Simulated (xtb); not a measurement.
xtb input (GFN2-xTB):

```bash
xtb mol.xyz --gfn 2 --ohess tight --chrg -1 --uhf 0
```
mol.xyz:
```
7

C     -0.88671877     0.21711797     0.16622959
C      0.67878580     0.07920003     0.11989125
Cl    -1.67242545    -1.30934325     0.14319575
H     -1.22780636     0.82316385    -0.75161273
H      1.12168850     1.11590088     0.15962852
H      0.96243129    -0.42758163     1.03578838
H      0.97149720    -0.46615431    -0.73107842
```

End of the output:

```
   ------------------------------------------------------------------------
       1    234.43    -0.55002 ( 99.79%)    -0.59851 (  0.21%)    -0.55012
   ------------------------------------------------------------------------

   temp. (K)  partition function   enthalpy   heat capacity  entropy
                                   cal/mol     cal/K/mol   cal/K/mol   J/K/mol
 298.15  VIB   2.17                  824.497      6.603      4.302
         ROT  0.287E+05              888.752      2.981     23.376
         INT  0.621E+05             1713.249      9.584     27.679
         TR   0.490E+27             1481.254      4.968     38.347
         TOT                        3194.5029    14.5519    66.0259   276.2525

       T/K    H(0)-H(T)+PV         H(T)/Eh          T*S/Eh         G(T)/Eh
   ------------------------------------------------------------------------
    298.15    0.509076E-02    0.549796E-01    0.313711E-01    0.236085E-01
   ------------------------------------------------------------------------

         :::::::::::::::::::::::::::::::::::::::::::::::::::::
         ::                  THERMODYNAMIC                  ::
         :::::::::::::::::::::::::::::::::::::::::::::::::::::
         :: total free energy         -10.974816141631 Eh   ::
         ::.................................................::
         :: total energy              -10.998424666906 Eh   ::
         :: zero point energy           0.049888811765 Eh   ::
         :: G(RRHO) w/o ZPVE           -0.026280286490 Eh   ::
         :: G(RRHO) contrib.            0.023608525275 Eh   ::
         :::::::::::::::::::::::::::::::::::::::::::::::::::::

optimized geometry written to: xtbopt.xyz

           -------------------------------------------------
          | TOTAL ENERGY              -10.998424666906 Eh   |
          | TOTAL ENTHALPY            -10.943445090655 Eh   |
          | TOTAL FREE ENERGY         -10.974816141631 Eh   |
          | GRADIENT NORM               0.000113433667 Eh/α |
          | HOMO-LUMO GAP               4.648618345543 eV   |
           -------------------------------------------------

------------------------------------------------------------------------
Note: The following floating-point exceptions are signalling: IEEE_UNDERFLOW_FLAG IEEE_DENORMAL
normal termination of xtb
------------------------------------------------------------------------
 total:
 SCF:
 ANC optimizer:
 analytical hessian:
```

It need not be the lowest isomer of its formula. Whether it binds its extra electron was not tested at this geometry.
